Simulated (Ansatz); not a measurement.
input.yaml (Ansatz)

```yaml
crystal:
  lattice:
    - [2.9388916154, 0.0, 0.0]
    - [-1.4694458077, 2.5451547979, 0.0]
    - [0.0, 0.0, 4.6516165707]
  atoms:
    - { symbol: Ti, position: [0.3333333333, 0.6666666667, 0.25], spin: 1.0, spin_axis: [0, 0, 1] }
    - { symbol: Ti, position: [0.6666666667, 0.3333333333, 0.75], spin: 1.0, spin_axis: [0, 0, 1] }
hamiltonian:
  xc: pbe
  pseudopotentials:
    kind: paw_fr
    azcp:
      Ti: "pseudopotentials/Ti.paw.azcp"
basis:
  ecutwfc: 420
  fft_grid_basis: typed
kpoints:
  mp_grid: { grid: [12, 12, 7], shift: [0, 0, 0] }
magnetization:
  noncollinear: true
  spin_orbit: true
scf:
  occupations: { method: fermi_dirac, width: 0.05 }
```

Terminal output

```
Engine: ansatz 0.2.0, aarch64-unknown-linux-gnu
Pseudopotentials: kind: paw_fr
Pseudopotential: Ti, paw_fr, valence charge 12, recommended cutoff 420 eV (normal) 
Functional definition: PBE
  parameter kappa = 0.804
  parameter beta = 0.06672455060314922
  exchange = pbe_x(kappa = kappa, mu = beta*pi^2/3)
  correlation = pbe_c(beta = beta)
Crystal: 2 atoms, lattice volume = 34.794 Å³
Basis set: ecut = 420 eV, 687 PW (Γ)
Bands: 32, of which v1, the nominal top of the filled ones, is band 24 counted from 1 (23 counted from 0)
Symmetry: 12 space group operations + 12 with time reversal
Magnetic group: BNS 194.270 (UNI 1500), of the structure as read, at distance tolerance 3.3e-5 Å
k-points: 76 of 1008 (time reversal used)
Projection manifold: j_resolved (fully-relativistic pseudo-atomic orbitals)
Non-local potential: Ti, projectors of the file, l = 0: 3, l = 1: 4, l = 2: 6, l = 3: 2
PAW form: soft (Blöchl's): semilocal exchange-correlation on the pseudo side does not see the compensation charge
PAW one-centre angular grid: Ti, 590 points (default); XC on 96 Gauss nodes
Initial density: superposition of atomic densities (chi_scale 0.1, normalization cell)
Starting moments: Σ|m| = 2 μB on 2 of 2 sites
Initial wavefunctions: pseudopotential atomic-orbital guess
Functional: x = pbe(κ = 0.804, μ = 0.2195149727645171), c = pbe(β = 0.06672455060314922)
SCF iter   1: F=—  HF=-4999.535038 eV  |F-HF|=—  |Δ(HF+E_count)|=         —  Δρ=1.04e-1  dr2=1.13e0  dr2_m=8.63e-1  ethr=3.10e-3  |M|=5.86e-1 ∫|m|=5.86e-1 μB  |m|>n=0.0e0 m-floor=0.0e0 τ_xc=8.4e-16 mc-row=0.0e0  β_m=0.30  ⟨swp⟩=6.2  Hψ=11810  notcnv=0
SCF iter   2: F=—  HF=-4999.424299 eV  |F-HF|=—  |Δ(HF+E_count)|=   1.11e-1  Δρ=7.78e-2  dr2=4.64e-1  dr2_m=4.83e-1  ethr=3.10e-3  |M|=4.84e-1 ∫|m|=4.84e-1 μB  |m|>n=0.0e0 m-floor=0.0e0 τ_xc=2.3e-5 mc-row=0.0e0  β_m=0.30  ⟨swp⟩=2.0  Hψ=3882  notcnv=0  defer=3
SCF iter   3: F=—  HF=-4999.372296 eV  |F-HF|=—  |Δ(HF+E_count)|=   5.20e-2  Δρ=5.68e-2  dr2=1.85e-2  dr2_m=2.57e-1  ethr=1.93e-3  |M|=4.28e-1 ∫|m|=4.28e-1 μB  |m|>n=0.0e0 m-floor=0.0e0 τ_xc=3.0e-5 mc-row=0.0e0  β_m=0.30  ⟨swp⟩=3.4  Hψ=4924  notcnv=0  defer=3
SCF iter   4: F=—  HF=-4999.416445 eV  |F-HF|=—  |Δ(HF+E_count)|=   4.41e-2  Δρ=4.52e-2  dr2=1.16e-2  dr2_m=1.63e-1  ethr=7.73e-5  |M|=3.31e-1 ∫|m|=3.31e-1 μB  |m|>n=0.0e0 m-floor=0.0e0 τ_xc=3.1e-5 mc-row=0.0e0  β_m=0.30  ⟨swp⟩=2.8  Hψ=5696  notcnv=0
SCF iter   5: F=—  HF=-4999.438904 eV  |F-HF|=—  |Δ(HF+E_count)|=   2.25e-2  Δρ=3.49e-2  dr2=5.74e-5  dr2_m=9.71e-2  ethr=4.83e-5  |M|=2.72e-1 ∫|m|=2.72e-1 μB  |m|>n=0.0e0 m-floor=0.0e0 τ_xc=2.8e-5 mc-row=0.0e0  β_m=0.30  ⟨swp⟩=2.8  Hψ=4580  notcnv=0  defer=2
SCF iter   6: F=—  HF=-4999.454971 eV  |F-HF|=—  |Δ(HF+E_count)|=   1.61e-2  Δρ=2.73e-2  dr2=9.73e-6  dr2_m=5.93e-2  ethr=2.39e-7  |M|=2.21e-1 ∫|m|=2.21e-1 μB  |m|>n=0.0e0 m-floor=0.0e0 τ_xc=2.3e-5 mc-row=0.0e0  β_m=0.30  ⟨swp⟩=2.2  Hψ=4607  notcnv=0  defer=1
SCF iter   7: F=—  HF=-4999.464753 eV  |F-HF|=—  |Δ(HF+E_count)|=   9.78e-3  Δρ=2.13e-2  dr2=2.76e-6  dr2_m=3.63e-2  ethr=4.05e-8  |M|=1.80e-1 ∫|m|=1.80e-1 μB  |m|>n=0.0e0 m-floor=0.0e0 τ_xc=1.9e-5 mc-row=0.0e0  β_m=0.30  ⟨swp⟩=2.9  Hψ=4693  notcnv=0  defer=1
SCF iter   8: F=—  HF=-4999.470835 eV  |F-HF|=—  |Δ(HF+E_count)|=   6.08e-3  Δρ=1.67e-2  dr2=1.16e-6  dr2_m=2.23e-2  ethr=1.15e-8  |M|=1.47e-1 ∫|m|=1.47e-1 μB  |m|>n=0.0e0 m-floor=0.0e0 τ_xc=1.5e-5 mc-row=0.0e0  β_m=0.30  ⟨swp⟩=3.0  Hψ=4885  notcnv=0  defer=1
Mixer restart at iter 8: flushing history
spin-set hold released at iteration 8 (site moments contracting): the magnetisation degrees of freedom join the quasi-Newton model from the next iteration; the mixer history was flushed
SCF iter   9: F=—  HF=-4999.474657 eV  |F-HF|=—  |Δ(HF+E_count)|=   3.82e-3  Δρ=1.32e-2  dr2=7.54e-7  dr2_m=1.39e-2  ethr=4.84e-9  |M|=1.20e-1 ∫|m|=1.20e-1 μB  |m|>n=0.0e0 m-floor=0.0e0 τ_xc=1.1e-5 mc-row=0.0e0  β_m=0.59  ⟨swp⟩=3.0  Hψ=4978  notcnv=0  defer=1
SCF iter  10: F=—  HF=-4999.481303 eV  |F-HF|=—  |Δ(HF+E_count)|=   6.65e-3  Δρ=1.66e-3  dr2=2.43e-5  dr2_m=2.19e-4  ethr=3.14e-9  |M|=2.18e-2 ∫|m|=2.21e-2 μB  |m|>n=0.0e0 m-floor=0.0e0 τ_xc=1.4e-6 mc-row=0.0e0  β_m=0.68  ⟨swp⟩=4.0  Hψ=6687  notcnv=0  defer=1
SCF iter  11: F=—  HF=-4999.481489 eV  |F-HF|=—  |Δ(HF+E_count)|=   1.86e-4  Δρ=3.11e-4  dr2=1.57e-5  dr2_m=7.69e-6  ethr=3.14e-9  |M|=5.39e-3 ∫|m|=5.64e-3 μB  |m|>n=0.0e0 m-floor=0.0e0 τ_xc=2.6e-7 mc-row=0.0e0  β_m=0.65  ⟨swp⟩=3.3  Hψ=6002  notcnv=0  defer=1
SCF iter  12: F=—  HF=-4999.481497 eV  |F-HF|=—  |Δ(HF+E_count)|=   7.38e-6  Δρ=1.99e-4  dr2=1.50e-6  dr2_m=3.16e-6  ethr=3.14e-9  |M|=3.31e-3 ∫|m|=3.51e-3 μB  |m|>n=0.0e0 m-floor=0.0e0 τ_xc=1.2e-7 mc-row=0.0e0  β_m=0.78  ⟨swp⟩=3.0  Hψ=4806  notcnv=0  defer=1
SCF iter  13: F=—  HF=-4999.481505 eV  |F-HF|=—  |Δ(HF+E_count)|=   8.28e-6  Δρ=5.25e-5  dr2=3.06e-8  dr2_m=2.20e-7  ethr=4.17e-10  |M|=7.24e-4 ∫|m|=8.28e-4 μB  |m|>n=0.0e0 m-floor=0.0e0 τ_xc=1.1e-8 mc-row=0.0e0  β_m=0.89  ⟨swp⟩=1.4  Hψ=7167  notcnv=0
SCF iter  14: F=—  HF=-4999.481506 eV  |F-HF|=—  |Δ(HF+E_count)|=   6.36e-7  Δρ=7.66e-6  dr2=4.51e-9  dr2_m=4.68e-9  ethr=1.27e-10  |M|=4.85e-5 ∫|m|=1.09e-4 μB  |m|>n=0.0e0 m-floor=0.0e0 τ_xc=3.6e-10 mc-row=0.0e0  β_m=0.84  ⟨swp⟩=3.0  Hψ=5683  notcnv=0
SCF iter  15: F=—  HF=-4999.481506 eV  |F-HF|=—  |Δ(HF+E_count)|=   1.12e-8  Δρ=1.49e-6  dr2=7.72e-11  dr2_m=1.78e-10  ethr=1.88e-11  |M|=1.41e-5 ∫|m|=2.30e-5 μB  |m|>n=0.0e0 m-floor=0.0e0 τ_xc=2.5e-11 mc-row=0.0e0  β_m=0.90  ⟨swp⟩=3.0  Hψ=4992  notcnv=0
SCF iter  16: F=-4999.481506 eV  HF=-4999.481506 eV  |F-HF|=1.91e-11  |Δ(HF+E_count)|=  6.30e-10  Δρ=3.24e-7  dr2=2.66e-12  dr2_m=8.43e-12  ethr=1.00e-12  |M|=4.14e-6 ∫|m|=5.15e-6 μB  |m|>n=0.0e0 m-floor=0.0e0 τ_xc=2.0e-13 mc-row=0.0e0  ⟨swp⟩=2.9  Hψ=4827  notcnv=0
WARN: the starting moments were not kept: the SCF closed with an absolute magnetisation of 5.1e-6 μB, where they sum to 2 μB in size (2 sites). That is at most 0.1 of that sum. Measured as dr2_m measures the in/out step, that magnetisation stands 3.0e-12 eV from none, at or under the dr2_threshold of 1.0e-7 eV: it is no larger than a step whose dr2_m would equal this threshold. The system may hold no moment; this SCF shows only that its start led to no more than that. To try another start: raise the starting moments (crystal.atoms[].spin, magnetization.per_species, magnetization.initial_magnetization, or on a non-collinear deck that types none of these the spinor_matrix: blocks that start its atoms; where the total moment is fixed, keep their sum and leave initial_magnetization as it is; typed ones take the place of any that the run laid by itself, positive ones on a crystal's lanthanoids without a Hubbard term where scf.initial_density.shell_occupations: [] is typed) or, if the notice of its spin-set hold's release reads "site moments contracting" or "site moments show no strong build", lengthen the hold (scf.mixing.spin_hold: { on: { confirm: 4 } }; for m-r²SCAN on two components see the key's manual first). Each may lead to a state that holds a moment. A second SCF, from the converged charge density, with the starting moments and any scf.initial_density.shell_occupations laid on it anew, would have followed, and was not run: the deck does not ask for one (magnetization.retry_lost_moments is false, the default). To let it run, set magnetization.retry_lost_moments: true and run the deck again, where that key's refused combinations let it; where memory then withholds it, that run's warning says so.
SCF 1 converged in 16 iterations: F = -4999.481506 eV  dr2 = 2.66e-12
SCF converged after 16 iterations
Magnetization: |M| = 0.0000 μB,  M = (+0.0000, +0.0000, -0.0000) μB
Absolute magnetization: 0.0000 μB (∫|m|, with the PAW one-centre terms)
  site 0: m = (+0.0000, +0.0000, -0.0000) μB, |m| = 0.0000 μB  (R = 1.19 Å)
  site 1: m = (-0.0000, -0.0000, -0.0000) μB, |m| = 0.0000 μB  (R = 1.19 Å)
Free energy (F): -4999.481506 eV
Harris-Foulkes:  -4999.481506 eV  (|F-HF|=1.91e-11)
Internal energy: -4999.463799 eV  (E = F + TS)
E sigma→0 (E₀):  -4999.472652 eV
Entropy (-TS):   -0.017707 eV (-8.853 meV/atom)
Fermi energy:    13.359999 eV
--- Per-component energies (eV) ---
  E_band       = -315.625833
  E_kinetic    = 544.626027
  E_local      = -1627.354875  (includes V_loc(G=0)·N_el)
  E_nonlocal   = 16.036495
  E_hartree    = 668.291514
  E_xc         = -194.917838
  E_vxc        = -243.849907  (∫ρ·V_xc dr)
  E_paw        = -2095.237023  (= ΣΔE_a)
  E_vpaw       = -341.666798  (= ΣTr[D̂ρ^β])
  E_aug_tail   = 0.000231  (compensation charges beyond the density's cutoff)
  E_ewald      = -2310.908330
  E_smearing   = -0.017707  (= −TS)
  E_closure    = 0.000000  (closes the sum)
  Σ components = -4999.481506   (vs F -4999.481506, Δ=0.00e0)
```
